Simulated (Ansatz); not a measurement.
## Elastic constant C12 of 1T (CdI2-type) CdI2 at several levels of theory

No measured value is used here.

```
level (code)           value (GPa)  cell (Å³/atom)
---------------------  -----------  --------------
LDA (Ansatz)                  18.4           33.33
PBEsol (Ansatz)               14.1           35.86
HSE06-D3(BJ) (Ansatz)            …           34.12
PBE0-D4 (Ansatz)              17.4           34.86
```

Task: Complete the blanks.

Result: 
- HSE06-D3(BJ) (Ansatz, an electronic-structure program), value (GPa): 17.9

LDA: LDA has no dispersion term either, though it tends to give short spacings of layers, chains or molecules. PBEsol: the cell comes from a level without a dispersion term, which matters for the spacing of layers, chains or molecules. HSE06-D3(BJ), PBE0-D4: the dispersion coefficients are held fixed in the derivatives. Each level is taken at its own relaxed cell. K meshes differ between the levels. Ansatz's density-functional and Hartree–Fock values are scalar-relativistic unless marked +SOC, with PAW data made under PBE.
